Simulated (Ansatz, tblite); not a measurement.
**The cluster Be₂O₂: rung by rung**

How do method and basis change the picture of the cluster Be₂O₂ (singlet)?

The runs use Ansatz 0.2.0, Gaussian basis; as each input shows.

Plan: GFN1-xTB, GFN2-xTB, PBE-D4/def2-TZVP, r2SCAN-D4/def2-TZVP, LDA/def2-TZVP, B3LYP-D4/def2-TZVP, LC-ωPBE/def2-TZVP, ωB97X-V/def2-TZVP, r2SCANh-D4/def2-TZVP, LC-ωPBE(0.10)/def2-TZVP, LC-ωPBE(0.15)/def2-TZVP, LC-ωPBE(0.20)/def2-TZVP, LC-ωPBE(0.30)/def2-TZVP, PBE-D4/def2-SVP, PBE0-D4/def2-SVP, HF/STO-3G, PBE0-D4/def2-TZVPD, PBE-D4/def2-TZVPD, r2SCAN-D4/def2-TZVPD, CCSD(T)/def2-TZVPP, MP2/def2-TZVP, RPA/def2-TZVP, CCSD(T)/def2-TZVPD.

**1. The geometry**

The geometry is that of the singlet, from an earlier relaxation (B3LYP-D4/def2-TZVP). At that level it is the lowest of the isomers that a small search found.

4 atoms, charge 0, spin multiplicity 1.

Bond lengths: Be1–O3 1.482 Å, Be1–O4 1.482 Å, Be2–O3 1.482 Å, Be2–O4 1.482 Å. Angles: O3–Be1–O4 108.4°, O3–Be2–O4 108.4°, Be1–O3–Be2 71.6°, Be1–O4–Be2 71.6°.

PBE0-D4/def2-TZVP was run before; its log isn't repeated, and its numbers join the tables.

**2. GFN1-xTB**

Tight binding, by tblite at 300 K electronic temperature and without a spin-polarisation term:

```python
tblite.interface.Calculator('GFN1-xTB', numbers, positions, charge=0, uhf=0).singlepoint()
```

Energy -297.3771 eV, HOMO -10.62 eV, LUMO -8.79 eV; 0.002 s.

**3. GFN2-xTB**

Tight binding, by tblite at 300 K electronic temperature and without a spin-polarisation term:

```python
tblite.interface.Calculator('GFN2-xTB', numbers, positions, charge=0, uhf=0).singlepoint()
```

Energy -259.1480 eV, HOMO -10.62 eV, LUMO -7.98 eV; 0.002 s.

**4. PBE-D4/def2-TZVP**

start.molden holds the orbitals of an earlier run on this state, given as this run's starting guess.

in.yaml

```yaml
crystal:
  periodic: [false, false, false]
  atoms:
    - {symbol: Be, position_ang: [0.853616, 0.149580, -0.013558]}
    - {symbol: Be, position_ang: [-0.853599, -0.149566, 0.013910]}
    - {symbol: O, position_ang: [0.208015, -1.183420, 0.032289]}
    - {symbol: O, position_ang: [-0.208022, 1.183406, -0.032640]}
basis:
  gaussian: {orbitals: def2-TZVP, initial_orbitals: start.molden}
hamiltonian: {xc: pbe, dispersion: d4}
scf: {omitted_lower_state_checks: [starts]}
output: {orbitals: {seedname: orbitals}}
```

On the command line:

```bash
ansatz run in.yaml --threads 4 --pin off --events-out ev --progress --plain --max-ram 3916MiB
```

Further steps of the session: r2SCAN-D4/def2-TZVP; LDA/def2-TZVP; B3LYP-D4/def2-TZVP; LC-ωPBE/def2-TZVP; ωB97X-V/def2-TZVP; r2SCANh-D4/def2-TZVP; LC-ωPBE(0.10)/def2-TZVP; LC-ωPBE(0.15)/def2-TZVP; LC-ωPBE(0.20)/def2-TZVP; LC-ωPBE(0.30)/def2-TZVP; PBE-D4/def2-SVP; PBE0-D4/def2-SVP; HF/STO-3G; PBE0-D4/def2-TZVPD; PBE-D4/def2-TZVPD; r2SCAN-D4/def2-TZVPD; CCSD(T)/def2-TZVPP; MP2/def2-TZVP; RPA/def2-TZVP; CCSD(T)/def2-TZVPD.

**Question.** What will the summary of the whole plan be? Wanted: gap in def2-TZVP, named functionals, smallest and largest; gap over the ω; correlation energy, CCSD(T)/def2-TZVPP; correlation energy, MP2/def2-TZVP; correlation energy, CCSD(T)/def2-TZVPD; binding an atom, CCSD(T)/def2-TZVPP; PBE0 total energy, smallest basis above largest.

As calculated:

| quantity | value |
| --- | --- |
| gap in def2-TZVP, named functionals, smallest and largest | 2.75 eV (PBE-D4), 9.76 eV (LC-ωPBE) |
| gap over the ω (1/bohr) | 5.58 eV at 0.1, 9.76 eV at 0.4 |
| correlation energy, CCSD(T)/def2-TZVPP | -17.16 eV |
| correlation energy, MP2/def2-TZVP | -16.53 eV |
| correlation energy, CCSD(T)/def2-TZVPD | -17.30 eV |
| binding an atom, CCSD(T)/def2-TZVPP | 3.716 eV |
| PBE0 total energy, smallest basis above largest | 6.87 eV (def2-SVP, def2-TZVPD) |

In words: Over the named functionals in def2-TZVP the gap runs from 2.75 eV (PBE-D4) to 9.76 eV (LC-ωPBE); exact exchange widens it. Raising the ω (1/bohr) from 0.1 to 0.4 moves the HOMO by -2.78 eV and the LUMO by +1.40 eV. A small miss in a minimal or small basis is a cancelling of errors, not accuracy. The functionals in def2-TZVP miss CCSD(T)/def2-TZVPP by +0.298 (ωB97X-V) to +1.131 eV (LDA) an atom. The reference is CCSD(T) in one finite basis, so it carries an error of its own, often a tenth of an eV or more, and near misses can't be ranked.
